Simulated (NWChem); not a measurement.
# One shape, several levels: C3H7Cl (1-chloropropane)

Aim: a comparison of 6 runs (BHLYP/6-31G*, M06-L/6-31G*, PBE/6-31G*, PBE0/6-31G*, SVWN5/6-31G*, r2SCAN/6-31G*) of C3H7Cl (1-chloropropane). 

The results are computed with NWChem 7.3.0.

### 1 Starting point

C3H7Cl has 11 atoms, charge 0, and is taken as a singlet. As SMILES, `CCCCl`. The C3–H10 distance was set to 1.634 Å, away from the relaxed value. At this shape a bond of the SMILES string is far longer than usual.

Bond lengths: C1–C2 1.517 Å, C2–C3 1.511 Å, C3–Cl4 1.790 Å, C1–H5 1.091 Å, C1–H6 1.092 Å, C1–H7 1.094 Å, C2–H8 1.094 Å, C2–H9 1.097 Å, C3–H11 1.091 Å. Some angles: C1–C2–C3 114.0°, C2–C3–Cl4 112.2°, C1–C2–H8 110.4°, C1–C2–H9 109.9°, C3–C2–H8 109.0°, C3–C2–H9 106.7°, C2–C1–H5 111.0°, C2–C1–H6 111.0°, C2–C1–H7 111.1°, C2–C3–H11 111.6°. A long bond or contact: C3–H10 1.634 Å.

### 2 The energy at BHLYP/6-31G(d) (spherical functions) (run 1)

The input, input.nw:

```
start input
title "C3H7Cl energy"
memory total 2200 mb

geometry units angstrom noautosym nocenter noautoz
  C       -1.060554       1.433557      -0.181004
  C       -0.385454       0.182757       0.349996
  C        0.724046      -0.338543      -0.534104
  Cl       0.118546      -0.890143      -2.125404
  H       -1.524954       1.245557      -1.150604
  H       -1.837154       1.778857       0.504096
  H       -0.339654       2.246257      -0.306804
  H       -1.121254      -0.612243       0.502996
  H        0.061746       0.387057       1.330396
  H        1.471500      -1.627200       0.136700
  H        1.466846       0.432757      -0.741704
end

basis spherical bse
  * library 6-31G*
end

dft
  xc bhlyp
  grid xfine
  convergence energy 1e-08
  iterations 100
  mulliken
  print medium
end

task dft
```

The run is started by

```bash
$ nwchem input.nw > input.out
```

What it wrote:

```text
[...]
          Wavefunction type:  closed shell.
          No. of atoms     :    11
          No. of electrons :    42
[...]
          Charge           :     0
          Spin multiplicity:     1
[...]
          AO basis - number of functions:    74
[...]
              XC Information
              --------------
                        BHLYP Method XC Functional
                     Hartree-Fock (Exact) Exchange  0.500
                        Slater Exchange Functional  0.500 local
                    Becke 1988 Exchange Functional  0.500 non-local
              Lee-Yang-Parr Correlation Functional  1.000
[...]
 d= 0,ls=0.0,diis     1   -578.5013713602 -7.40D+02  9.77D-03  3.73D-01     2.3
[...]
 d= 0,ls=0.0,diis     8   -578.5575117217 -9.40D-09  1.92D-06  2.90D-08    15.5
         Total DFT energy =     -578.557511721736
      One electron energy =    -1113.573734882437
           Coulomb energy =      420.752913162353
    Exchange-Corr. energy =      -46.979279175689
 Nuclear repulsion energy =      161.242589174038
[...]
      Total Density - Mulliken Population Analysis
     ---------------------------------------------
    Atom       Charge   Shell Charges
 -----------   ------   -------------------------------------------------------
    1 C    6     6.48   2.00  0.66  2.11  0.65  1.02  0.04
    2 C    6     6.28   2.00  0.66  2.09  0.60  0.89  0.05
    3 C    6     6.28   2.00  0.67  1.86  0.72  0.99  0.05
    4 Cl  17    17.07   2.00  2.00  5.98  1.40  3.59  0.55  1.53  0.03
    5 H    1     0.81   0.52  0.29
    6 H    1     0.83   0.52  0.31
    7 H    1     0.84   0.53  0.32
    8 H    1     0.82   0.53  0.29
    9 H    1     0.83   0.52  0.30
   10 H    1     0.95   0.38  0.57
[...]
```

Run time: 16 s. Hardware: 1 thread of AMD EPYC 9R45 (Zen 5), shared host; peak memory 0.14 GiB.

### 3 The energy at M06-L/6-31G(d) (spherical functions) (run 2)

The input, run.nw:

```
start run
title "C3H7Cl M06-L"
memory total 2200 mb
geometry units au noautosym nocenter noautoz
 C   -2.00415660   2.70903011  -0.34204799
 C   -0.72840249   0.34536068   0.66139658
 C    1.36824864  -0.63975355  -1.00931028
 Cl   0.22401947  -1.68212648  -4.01643146
 H   -2.88174541   2.35376160  -2.17432644
 H   -3.47171791   3.36155254   0.95260338
 H   -0.64185304   4.24481054  -0.57977553
 H   -2.11886298  -1.15697159   0.95052468
 H    0.11668303   0.73143172   2.51408408
 H    2.78073199  -3.07496235   0.25832556
 H    2.77193721   0.81779221  -1.40161743
end
basis spherical bse
 * library 6-31G*
end
dft
 xc m06-l
 grid xfine
 convergence energy 1e-08
 iterations 100
 mulliken
end
task dft
```

The run is started by

```bash
$ nwchem run.nw > run.out
```

What it wrote:

```text
[...]
          Wavefunction type:  closed shell.
          No. of atoms     :    11
          No. of electrons :    42
[...]
          Charge           :     0
          Spin multiplicity:     1
[...]
          AO basis - number of functions:    74
[...]
              XC Information
              --------------
                        M06-L Method XC Functional
                         M06-L Exchange Functional  1.000
                       M06-L Correlation Potential  1.000
[...]
 d= 0,ls=0.0,diis     1   -578.5646049246 -7.40D+02  1.37D-02  3.92D-01     3.0
[...]
 d= 0,ls=0.0,diis    10   -578.6163670019 -1.65D-09  8.54D-07  6.49D-09    26.4
         Total DFT energy =     -578.616367001893
      One electron energy =    -1113.653619161046
           Coulomb energy =      420.838700339617
    Exchange-Corr. energy =      -47.044025874672
 Nuclear repulsion energy =      161.242577694208
[...]
      Total Density - Mulliken Population Analysis
     ---------------------------------------------
    Atom       Charge   Shell Charges
 -----------   ------   -------------------------------------------------------
    1 C    6     6.54   2.00  0.67  2.09  0.68  1.06  0.03
    2 C    6     6.30   2.00  0.68  2.08  0.61  0.89  0.04
    3 C    6     6.29   2.00  0.69  1.86  0.73  0.97  0.04
    4 Cl  17    17.07   2.00  2.00  5.98  1.39  3.60  0.56  1.52  0.03
    5 H    1     0.80   0.53  0.27
    6 H    1     0.81   0.53  0.28
    7 H    1     0.83   0.53  0.29
    8 H    1     0.81   0.54  0.27
    9 H    1     0.82   0.54  0.28
   10 H    1     0.96   0.39  0.57
[...]
```

Run time: 27 s. Hardware: 1 thread of AMD EPYC 9R45 (Zen 5), shared host; peak memory 0.14 GiB.

Runs 3 to 4 aren't shown in full; the table further down has their settings and results.

### 4 A single-point energy at SVWN5/6-31G(d) (spherical functions) (run 5)

The input, struct.nw:

```
echo
START struct
TITLE "C3H7Cl energy"
memory stack 880 mb heap 220 mb global 1100 mb

GEOMETRY noautosym nocenter noautoz
  C     -1.060554     1.433557    -0.181004
  C     -0.385454     0.182757     0.349996
  C      0.724046    -0.338543    -0.534104
  Cl     0.118546    -0.890143    -2.125404
  H     -1.524954     1.245557    -1.150604
  H     -1.837154     1.778857     0.504096
  H     -0.339654     2.246257    -0.306804
  H     -1.121254    -0.612243     0.502996
  H      0.061746     0.387057     1.330396
  H      1.471500    -1.627200     0.136700
  H      1.466846     0.432757    -0.741704
END

BASIS spherical bse
  * library 6-31G*
END

DFT
  xc slater vwn_5
  grid xfine
  convergence energy 1e-08
  iterations 100
  mulliken
  print medium
END

TASK dft
```

The run is started by

```bash
$ nwchem struct.nw > struct.out
```

What it wrote:

```text
[...]
          Wavefunction type:  closed shell.
          No. of atoms     :    11
          No. of electrons :    42
[...]
          Charge           :     0
          Spin multiplicity:     1
[...]
          AO basis - number of functions:    74
[...]
              XC Information
              --------------
                        Slater Exchange Functional  1.000 local
                      VWN V Correlation Functional  1.000 local
[...]
 d= 0,ls=0.0,diis     1   -575.9554806967 -7.37D+02  1.60D-02  7.08D-01     1.9
[...]
 d= 0,ls=0.0,diis    10   -576.0185189386 -7.01D-09  1.30D-06  1.61D-08    11.8
         Total DFT energy =     -576.018518938642
      One electron energy =    -1113.594630549191
           Coulomb energy =      420.701887856387
    Exchange-Corr. energy =      -44.368365419875
 Nuclear repulsion energy =      161.242589174038
[...]
      Total Density - Mulliken Population Analysis
     ---------------------------------------------
    Atom       Charge   Shell Charges
 -----------   ------   -------------------------------------------------------
    1 C    6     6.54   2.00  0.66  2.16  0.64  1.06  0.03
    2 C    6     6.31   2.00  0.66  2.13  0.58  0.91  0.04
    3 C    6     6.32   2.00  0.67  1.91  0.71  1.00  0.04
    4 Cl  17    17.05   2.00  2.00  5.97  1.42  3.59  0.53  1.52  0.03
    5 H    1     0.80   0.49  0.31
    6 H    1     0.81   0.50  0.32
    7 H    1     0.82   0.50  0.33
    8 H    1     0.81   0.50  0.31
    9 H    1     0.81   0.50  0.32
   10 H    1     0.94   0.37  0.57
[...]
```

Wall time 12 s (1 thread of AMD EPYC 9R45 (Zen 5), shared host); peak memory 0.15 GiB.

### 5 The energy at r2SCAN/6-31G(d) (spherical functions) (run 6)

The input, run.py:

```python
from ase import Atoms
from ase.calculators.nwchem import NWChem

system = Atoms(['C', 'C', 'C', 'Cl', 'H', 'H', 'H', 'H', 'H', 'H', 'H'], positions=[
    [-1.060554, 1.433557, -0.181004],
    [-0.385454, 0.182757, 0.349996],
    [0.724046, -0.338543, -0.534104],
    [0.118546, -0.890143, -2.125404],
    [-1.524954, 1.245557, -1.150604],
    [-1.837154, 1.778857, 0.504096],
    [-0.339654, 2.246257, -0.306804],
    [-1.121254, -0.612243, 0.502996],
    [0.061746, 0.387057, 1.330396],
    [1.471500, -1.627200, 0.136700],
    [1.466846, 0.432757, -0.741704],
])

calc = NWChem(
    label='c3h7cl',
    theory='dft',
    memory='2200 mb',
    basis='6-31G*',
    basispar='spherical bse',
    dft={'xc': 'r2scan', 'mult': '1', 'grid': 'xfine', 'convergence': 'energy 1e-08', 'iterations': '100', 'mulliken': None},
    task='energy',
)
system.calc = calc

print(f"energy = {system.get_potential_energy():.6f} eV")
print("dipole (e A):", system.get_dipole_moment().round(4))
```

The run is started by

```bash
$ export ASE_NWCHEM_COMMAND="nwchem PREFIX.nwi > PREFIX.nwo"
$ python run.py
```

What it wrote:

```text
energy = -15742.672599 eV
dipole (e A): [-0.0066  0.26    0.3414]
```

The calculator wrote c3h7cl.nwi:

```
title "c3h7cl"

permanent_dir c3h7cl

scratch_dir c3h7cl

start c3h7cl

geometry units angstrom nocenter noautosym noautoz
  C  -1.0605540000000000e+00 1.4335570000000000e+00 -1.8100400000000000e-01
  C  -3.8545400000000002e-01 1.8275700000000000e-01 3.4999599999999997e-01
  C  7.2404599999999997e-01 -3.3854299999999998e-01 -5.3410400000000002e-01
  Cl 1.1854600000000000e-01 -8.9014300000000002e-01 -2.1254040000000001e+00
  H  -1.5249539999999999e+00 1.2455570000000000e+00 -1.1506040000000000e+00
  H  -1.8371540000000000e+00 1.7788569999999999e+00 5.0409599999999999e-01
  H  -3.3965400000000001e-01 2.2462569999999999e+00 -3.0680400000000002e-01
  H  -1.1212540000000000e+00 -6.1224299999999998e-01 5.0299600000000000e-01
  H  6.1746000000000002e-02 3.8705699999999998e-01 1.3303959999999999e+00
  H  1.4715000000000000e+00 -1.6272000000000000e+00 1.3669999999999999e-01
  H  1.4668460000000001e+00 4.3275700000000000e-01 -7.4170400000000003e-01
end

memory 2200 mb

basis spherical bse noprint
   * library 6-31G*
end

dft
  xc r2scan
  mult 1
  grid xfine
  convergence energy 1e-08
  iterations 100
  mulliken
end

task dft energy
```

c3h7cl.nwo:

```text
Northwest Computational Chemistry Package (NWChem) 7.3.0
             --------------------------------------------------------

           Job information
           ---------------

    nwchem branch   = 7.3.0
    use scalapack   = T
    input           = c3h7cl.nwi
    prefix          = c3h7cl.
    data base       = c3h7cl/c3h7cl.db
    status          = startup
    nproc           =        1

           Memory information
           ------------------

[... 5 lines left out ...]
    hardfail = no
[... 125 lines left out ...]
          Convergence on energy requested:  1.00D-08
[... 23 lines left out ...]
          Convergence Information
[... 30 lines left out ...]
 1-e energy   =   -1110.295056
[... 51 lines left out ...]
      One electron energy =    -1113.567756292030
[... 8 lines left out ...]
                       DFT Final Molecular Orbital Analysis
[... 556 lines left out ...]
     Multipole analysis of the density
     ---------------------------------

     L   x y z        total         alpha         beta         nuclear
     -   - - -        -----         -----         ----         -------
     0   0 0 0     -0.000000    -21.000000    -21.000000     42.000000

     1   1 0 0     -0.012540      3.904909      3.904909     -7.822358
[... 8 lines of this table left out ...]
     2   0 0 2    -27.205431   -163.055111   -163.055111    298.904791

 Task  times  cpu:       24.4s     wall:       24.4s
 Total times  cpu:       24.4s     wall:       24.4s
```

Run time: 25 s. Hardware: 1 thread of AMD EPYC 9R45 (Zen 5), shared host; peak memory 0.15 GiB.

### 6 The series

```
run                                level  energy (Eh)  dipole moment (D)  HOMO energy (eV)  LUMO energy (eV)  wall time
  1   BHLYP/6-31G* (spherical functions)  -578.557512               2.06             -8.98              0.85       16 s
  2   M06-L/6-31G* (spherical functions)  -578.616367               2.06             -6.90             -1.09       27 s
  3     PBE/6-31G* (spherical functions)  -578.283047               1.95             -6.50             -1.20       25 s
  4    PBE0/6-31G* (spherical functions)  -578.342984               2.03             -7.82             -0.22       17 s
  5   SVWN5/6-31G* (spherical functions)  -576.018519               1.97             -6.55             -1.27       12 s
  6  r2SCAN/6-31G* (spherical functions)  -578.532552               2.06             -6.84             -1.10       25 s
```

### 7 Results

| quantity | value |
| --- | --- |
| run 6: total energy | -578.53255 Eh |
| run 6: dipole moment | 2.06 D |
| run 6: HOMO energy | -6.84 eV |
| run 6: LUMO energy | -1.10 eV |
| run 6: HOMO–LUMO gap | 5.75 eV |

The dipole moment (its size) runs from 1.95 D (PBE/6-31G*) to 2.06 D (r2SCAN/6-31G*). The HOMO–LUMO gap runs from 5.27 eV (SVWN5/6-31G*) to 9.83 eV (BHLYP/6-31G*). Totals of different functionals can't be ranked against each other. All runs together took 2 min, the longest 27 s.
